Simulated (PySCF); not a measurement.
Constitutional and geometric isomers with formula C2H3N. Gas-phase values, no solvent. Strings in code marks are SMILES.

These are PySCF with PBE-D3(BJ)/def2-TZVP // r2SCAN-D4/def2-TZVP values and carry that method's errors. All candidates: neutral, multiplicity 1. Excitations are Tamm–Dancoff values on a coarser integration grid. The basis has no diffuse functions, so Rydberg states are missing or too high.

```
Item                  Result
-------------------  -------
dipole moment         3.94 D
HOMO–LUMO gap        7.85 eV
S1 excitation (TDA)  7.85 eV
```

**Question.** Say which member has these values.
(A) `C=C=N`
(B) `C#CN`
(C) `CC#N`

**Answer.** C, `CC#N`. The others give `C#CN`: 1.93 D, 5.23 eV, 5.34 eV; `C=C=N`: 1.42 D, 4.52 eV, 4.71 eV
